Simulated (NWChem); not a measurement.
The numbers come from NWChem runs, not from measurements. System: CS, charge 0, spin multiplicity 1, at a geometry optimised with PBE/def2-SVP. The structure started from a generated list of species. Level: PBE0/def2-TZVPD.

The NWChem input:

```
start mol
memory heap 200 mb stack 900 mb global 1100 mb
geometry units angstroms nocenter noautoz
  C      0.000000     0.000000     1.129551
  S      0.000000     0.000000    -0.423582
  symmetry group C2v
end
basis spherical
  * library def2-tzvpd
end
dft
  xc pbe0
  semidirect memsize 60000000 filesize 0
  iterations 100
end
task dft energy
```

Output (cleaned and shortened):

```
             Northwest Computational Chemistry Package (NWChem) 7.3.0
             --------------------------------------------------------

                                NWChem Input Module
                                -------------------

 Scaling coordinates for geometry "geometry" by  1.889725989
 (inverse scale =  0.529177249)

 Turning off AUTOSYM since
 SYMMETRY directive was detected!

                             Geometry "geometry" -> ""
                             -------------------------

 Output coordinates in angstroms (scale by  1.889725989 to convert to a.u.)

  No.       Tag          Charge          X              Y              Z
 ---- ---------------- ---------- -------------- -------------- --------------
    1 C                    6.0000     0.00000000     0.00000000     1.12955100
    2 S                   16.0000     0.00000000     0.00000000    -0.42358200

 Effective nuclear repulsion energy (a.u.)      32.7087351205

            Nuclear Dipole moment (a.u.)
            ----------------------------
        X                 Y               Z
 ---------------- ---------------- ----------------
     0.0000000000     0.0000000000    -0.0000113384

      Symmetry information
      --------------------

 Group name             C2v
 Group number             16
 Group order               4
 No. of unique centers     2

      Symmetry unique atoms

     1    2


 Summary of "ao basis" -> "" (spherical)
 ------------------------------------------------------------------------------
       Tag                 Description            Shells   Functions and Types
 ---------------- ------------------------------  ------  ---------------------
 *                         def2-tzvpd                 on all atoms

                                 NWChem DFT Module
                                 -----------------

 Summary of "ao basis" -> "ao basis" (spherical)
 ------------------------------------------------------------------------------
       Tag                 Description            Shells   Functions and Types
 ---------------- ------------------------------  ------  ---------------------
[...]
              MO Center= -6.4D-16,  1.2D-15,  1.1D+00, r^2= 1.7D+00
   Bfn.  Coefficient  Atom+Function         Bfn.  Coefficient  Atom+Function
  ----- ------------  ---------------      ----- ------------  ---------------
     4      0.372578  1 C  s                  9      0.340740  1 C  pz
    55     -0.319789  2 S  pz                 5      0.265881  1 C  s
    12      0.232194  1 C  pz                 3      0.180471  1 C  s
    58     -0.180064  2 S  pz                52     -0.147068  2 S  pz
    46      0.118306  2 S  pz                 2     -0.115352  1 C  s

 Vector   12  Occ=0.000000D+00  E=-9.025627D-02  Symmetry=b1
              MO Center= -2.7D-15,  5.9D-31,  3.9D-01, r^2= 2.4D+00
   Bfn.  Coefficient  Atom+Function         Bfn.  Coefficient  Atom+Function
  ----- ------------  ---------------      ----- ------------  ---------------
     7      0.367279  1 C  px                10      0.359957  1 C  px
    53     -0.331421  2 S  px                56     -0.301758  2 S  px
    13      0.263603  1 C  px                50     -0.136526  2 S  px
    75     -0.113382  2 S  d  1              44      0.110574  2 S  px
    70     -0.096340  2 S  d  1              65     -0.081735  2 S  d  1

 Vector   13  Occ=0.000000D+00  E=-9.025627D-02  Symmetry=b2
              MO Center=  7.2D-31, -3.2D-15,  3.9D-01, r^2= 2.4D+00
   Bfn.  Coefficient  Atom+Function         Bfn.  Coefficient  Atom+Function
  ----- ------------  ---------------      ----- ------------  ---------------
     8      0.367279  1 C  py                11      0.359957  1 C  py
    54     -0.331421  2 S  py                57     -0.301758  2 S  py
    14      0.263603  1 C  py                51     -0.136526  2 S  py
    73      0.113382  2 S  d -1              45      0.110574  2 S  py
    68      0.096340  2 S  d -1              63      0.081735  2 S  d -1

 Vector   14  Occ=0.000000D+00  E= 2.116312D-02  Symmetry=a1
              MO Center=  4.5D-14, -7.1D-15, -2.5D+00, r^2= 7.7D+00
   Bfn.  Coefficient  Atom+Function         Bfn.  Coefficient  Atom+Function
  ----- ------------  ---------------      ----- ------------  ---------------
     6      1.913335  1 C  s                 61     -1.458555  2 S  pz
     5     -0.833775  1 C  s                 43     -0.573131  2 S  s
    41     -0.230919  2 S  s                  4      0.227175  1 C  s
    40      0.118495  2 S  s                 28     -0.108578  1 C  d  0
     9     -0.087911  1 C  pz                69      0.086605  2 S  d  0

 center of mass
 --------------
 x =   0.00000000 y =   0.00000000 z =   0.00050791

 moments of inertia (a.u.)
 ------------------
          75.160568596555           0.000000000000           0.000000000000
           0.000000000000          75.160568596555           0.000000000000
           0.000000000000           0.000000000000           0.000000000000

     Multipole analysis of the density
     ---------------------------------

     L   x y z        total         alpha         beta         nuclear
     -   - - -        -----         -----         ----         -------
     0   0 0 0     -0.000000    -11.000000    -11.000000     22.000000

     1   1 0 0     -0.000000     -0.000000     -0.000000      0.000000
     1   0 1 0     -0.000000     -0.000000     -0.000000      0.000000
     1   0 0 1     -0.729130     -0.364559     -0.364559     -0.000011

     2   2 0 0    -13.620355     -6.810177     -6.810177      0.000000
     2   1 1 0     -0.000000     -0.000000     -0.000000      0.000000
     2   1 0 1     -0.000000     -0.000000     -0.000000      0.000000
     2   0 2 0    -13.620355     -6.810177     -6.810177      0.000000
     2   0 1 1     -0.000000     -0.000000     -0.000000      0.000000
     2   0 0 2    -15.215184    -26.402211    -26.402211     37.589238

 Task  times  cpu:        1.0s     wall:        1.0s

 Total times  cpu:        1.0s     wall:        1.0s
```
